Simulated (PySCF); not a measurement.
**ClF⁺: a composite coupled-cluster calculation**

State: ²Π, doublet, unpaired electrons π ↑. De refers to Cl⁺ + F. ROHF-based CCSD(T) in PySCF 2.14 with Cl cc-pV(T+d)Z, F cc-pVTZ and Cl cc-pV(Q+d)Z, F cc-pVQZ (frozen core orbitals: 6; no relativity). Correlation energies are extrapolated as n⁻³ (n = 3, 4), Hartree–Fock as (n+1)·exp(−9√n). CV is the change on freezing 1 orbitals instead, in Cl cc-pwCVTZ, F cc-pwCVTZ. SR is the spin-free X2C energy in Cl cc-pVTZ-DK, F cc-pVTZ-DK less the non-relativistic one in Cl cc-pVTZ, F cc-pVTZ.

| Level | Re (Å) | ωe (cm⁻¹) | ωexe (cm⁻¹) | αe (cm⁻¹) | De (eV) |
| --- | --- | --- | --- | --- | --- |
| CCSD(T)/TZ | 1.5401 | 921.2 | 5.97 | 0.00482 | 2.701 |
| CCSD(T)/QZ | 1.5357 | 929.0 | 5.77 | 0.00472 | 2.876 |
| HF/CBS | 1.4918 | 1041.3 | 5.85 | 0.00472 | 0.598 |
| MP2/CBS | 1.5170 | 1008.6 | 5.74 | 0.00430 | 3.125 |
| CCSD/CBS | 1.5217 | 963.8 | 5.79 | 0.00472 | 2.690 |
| CCSD(T)/CBS | 1.5333 | 933.3 | 5.73 | 0.00471 | 2.968 |
| CCSD(T)/CBS+CV | 1.5312 | 935.3 | 5.73 | 0.00473 | 2.977 |
| CCSD(T)/CBS+CV+SR | 1.5318 | 933.6 | 5.72 | 0.00472 | 2.968 |

Problem. How much is left between CCSD(T)/QZ and the basis-set limit, and how much do the triples give at the limit?

Solution. CCSD(T)/CBS less CCSD(T)/QZ: -2.4 mÅ in Re, +4.3 cm⁻¹ in ωe and +0.092 eV in De. CCSD(T)/CBS less CCSD/CBS: +11.6 mÅ in Re, -30.5 cm⁻¹ in ωe and +0.278 eV in De.

Problem. What do the later terms add?

Solution. CV: -2.1 mÅ in Re, +2.0 cm⁻¹ in ωe and +0.009 eV in De; SR: +0.6 mÅ in Re, -1.7 cm⁻¹ in ωe and -0.009 eV in De, each against the row above.

The T1 diagnostic is 0.032. The state was picked by a PBE0 search and need not be the measured ground state. Spin–orbit coupling, excitations beyond (T) and corrections to the Born–Oppenheimer picture are left out.

The whole job (state search and all basis sets along the bond) took about 28 min on 4 threads of Arm Neoverse V1 (shared host), peak memory 9 GiB.
